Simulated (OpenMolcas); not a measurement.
# AlH⁺ in OpenMolcas, from active space to Ω levels

Which states of AlH⁺ lie lowest, and how does spin–orbit coupling split them?

The runs use OpenMolcas 26.06; SA-CASSCF(3,5), XMS-CASPT2, RASSI; ANO-RCC-VTZP.

All values are calculated.

### Step 1. Set-up

C2 symmetry about the axis (a holds Σ, Δ, Γ; b holds Π, Φ, H; Σ⁺ and Σ⁻ are not told apart); roots by multiplicity and irrep: 2a 3, 2b 4, 4b 2, 4a 1.

Active shells: Al 3s 3p, H 1s.

Input file m.inp:

```
&GATEWAY
Coord
2
angstrom
Al 0.0 0.0 0.0
H 0.0 0.0 1.6320
Basis=ANO-RCC-VTZP
Group=XY
RX2C
AMFI
ANGMom
0.0 0.0 0.0
RICD
&SEWARD
&GUESSORB
&RASSCF
FileOrb=$CurrDir/o21.orb
Symmetry=1
Spin=2
nActEl=3 0 0
Inactive=3 2
RAS2=3 2
CIRoot=3 3 1
Linear
Iterations=120 100
OrbListing=Nothing
PRWF=0.15
>>COPY $Project.RasOrb $CurrDir/o21.orb
>>COPY $Project.rasscf.h5 $CurrDir/r21.h5
&CASPT2
XMultistate=all
Imaginary=0.2
IPEA=0.25
MaxIter=40
>>COPY $Project.JobMix JOB001
&RASSCF
FileOrb=$CurrDir/o22.orb
Symmetry=2
Spin=2
nActEl=3 0 0
Inactive=3 2
RAS2=3 2
CIRoot=4 4 1
Linear
Iterations=120 100
OrbListing=Nothing
PRWF=0.15
>>COPY $Project.RasOrb $CurrDir/o22.orb
>>COPY $Project.rasscf.h5 $CurrDir/r22.h5
&CASPT2
XMultistate=all
Imaginary=0.2
IPEA=0.25
MaxIter=40
>>COPY $Project.JobMix JOB002
&RASSCF
FileOrb=$CurrDir/o42.orb
Symmetry=2
Spin=4
nActEl=3 0 0
Inactive=3 2
RAS2=3 2
CIRoot=2 2 1
Linear
Iterations=120 100
OrbListing=Nothing
PRWF=0.15
>>COPY $Project.RasOrb $CurrDir/o42.orb
>>COPY $Project.rasscf.h5 $CurrDir/r42.h5
&CASPT2
XMultistate=all
Imaginary=0.2
IPEA=0.25
MaxIter=40
>>COPY $Project.JobMix JOB003
&RASSCF
FileOrb=$CurrDir/o41.orb
Symmetry=1
Spin=4
nActEl=3 0 0
Inactive=3 2
RAS2=3 2
CIRoot=1 1 1
Linear
Iterations=120 100
OrbListing=Nothing
PRWF=0.15
>>COPY $Project.RasOrb $CurrDir/o41.orb
>>COPY $Project.rasscf.h5 $CurrDir/r41.h5
&CASPT2
XMultistate=all
Imaginary=0.2
IPEA=0.25
MaxIter=40
>>COPY $Project.JobMix JOB004
&RASSI
Nr of JobIphs=4 3 4 2 1
1 2 3
1 2 3 4
1 2
1
SpinOrbit
EJob
Omega
MEES
MESO
Properties=4
'AngMom' 3 'Mltpl  1' 1 'Mltpl  1' 2 'Mltpl  1' 3
Thrs=1.0d-4
>>COPY $Project.rassi.h5 $CurrDir/so.h5
```

Each module block was a call of its own in one work directory; start orbitals came from a preliminary run.

Started as:

```bash
$ pymolcas m.inp
```

### Step 2. The spin-free blocks

After this run come: Spin–orbit coupling by RASSI.

Before running it: what results should come out? Wanted: lowest spin-free state; next spin-free state; lowest level; next level; lowering by spin–orbit coupling.

The runs gave:

| quantity | value |
| --- | --- |
| lowest spin-free state | (1)2Σ |
| next spin-free state | (1)2Π, 3.460 eV |
| lowest level | Ω = 1/2, 100 % (1)2Σ |
| next level | Ω = 1/2, 27866 cm⁻¹ |
| lowering by spin–orbit coupling | 0 cm⁻¹ |

At 1.632 Å the lowest computed level has Ω = 1/2 and is 100 % (1)2Σ. Only the spin multiplicities and numbers of roots in the input were computed, so the list of states is not complete and the lowest one found need not be the ground state; labels number the states computed.
